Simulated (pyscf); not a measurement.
`[CH3][Cl]` + `[Cl][Si][Cl]` [singlet] → `[CH3][Si]([Cl])([Cl])[Cl]`, an insertion (singlet surface; C–Cl broken, C–Si, Cl–Si formed). PySCF, gas phase, ωB97X-D3(BJ)/def2-SVP geometries. Energies in kJ/mol from the separated reactants.

Small-basis levels: PySCF, no dispersion term, spherical d functions. 

Task: Quick HF/6-31G* single points give ΔE‡ = 231.6 kJ/mol and ΔE = -298.4 kJ/mol. What does ωB97M-D3(BJ)/def2-TZVP give, and how far is the quick result from it?

Result: ωB97M-D3(BJ)/def2-TZVP gives ΔE‡ = 160.0 kJ/mol and ΔE = -317.0 kJ/mol. HF/6-31G* lies 71.6 kJ/mol over it in the barrier and 18.6 kJ/mol over it in the reaction energy, so on this step it does not hold to within 12.6 kJ/mol. ωB97M-D3(BJ)/def2-TZVP has limits of its own. On the reactant side the descent ends in a complex, 32.2 kJ/mol under the separated species and 180.0 kJ/mol under the saddle at ωB97X-D3(BJ)/def2-TZVP. At ωB97X-D3(BJ)/def2-TZVP the barrier from the zero used here is 147.8 kJ/mol. One saddle was located; it need not be the lowest between these sides. One closed-shell reference is unstable to symmetry breaking; treat the single-reference values with care.
